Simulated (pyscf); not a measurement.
PySCF, gas phase, ωB97X-D3(BJ)/def2-SVP geometries.

SMILES: [CH3][Re](=[O])(=[O])=[O]
```xyz
8

C     -0.7112    -0.4837     1.2942
Re     0.0658     0.1271    -0.5263
O      1.3650     1.1439    -0.1465
O     -1.1981     0.9321    -1.3136
O      0.5413    -1.2928    -1.3161
H      0.0692    -1.0167     1.8579
H     -1.5659    -1.1534     1.1154
H     -1.0418     0.4007     1.8595
```
Charge 0, spin multiplicity 1.

Q: List the bond dissociation enthalpies at 298 K of H₃C–Re(=O)(=O)=O (SMILES [CH3][Re](=[O])(=[O])=[O]) from ωB97M-D3(BJ)/def2-TZVP, from the weakest bond up.

A: C–Re to CH₃• + [O=Re(=O)=O]•: 77.7 kcal/mol; C–H to [H₂C–Re(=O)(=O)=O]• + H•: 100.6 kcal/mol. Ring and multiple bonds, and those that leave no two simple radicals, are not listed. The radicals are drawn with the spin at the cut bond; how far it spreads was not checked. Other isomers of [O=Re(=O)=O]•, [H₂C–Re(=O)(=O)=O]• were not searched in full and may lie lower. Open-shell species with a d-block atom are single-reference here; other states, and whether the spin sits on metal or ligand, were not checked. Elements past Kr carry the def2 core potentials, without spin-orbit coupling.
